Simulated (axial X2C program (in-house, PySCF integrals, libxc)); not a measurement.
**Which functional? An output for OH⁺**

An SCF output computed with an in-house relativistic program for diatomic molecules for OH⁺ at 1.034 Å, two-component, state Ω = 1, O dyall-av3z [7s6p3d2f], H dyall-v3z [6s2p1d] (cores contracted in-house), without its first line:

```
basis functions 71  fitting functions 378  grid points 4337
iter        total energy     max residual
   1        -75.053660829     4.39e-02
   2        -75.057875684     5.84e-03
   3        -75.058113358     3.44e-03
   4        -75.058165627     1.39e-03
   5        -75.058179110     6.29e-04
   6        -75.058182657     1.91e-04
   7        -75.058183017     2.31e-05
   8        -75.058183022     3.01e-06
   9        -75.058183022     2.27e-06
converged
one-electron -107.52267250  Coulomb 36.64280723  exact exchange -8.26820203  xc functional 0.00000000  nuclear repulsion 4.09421440  atomic mean-field constant -0.00433012
```

Task: Which level of theory produced it?
A. HF
B. B3LYP
C. PBE0

Result: A. The exact-exchange term against the functional term shows a share of 1 of exact exchange.
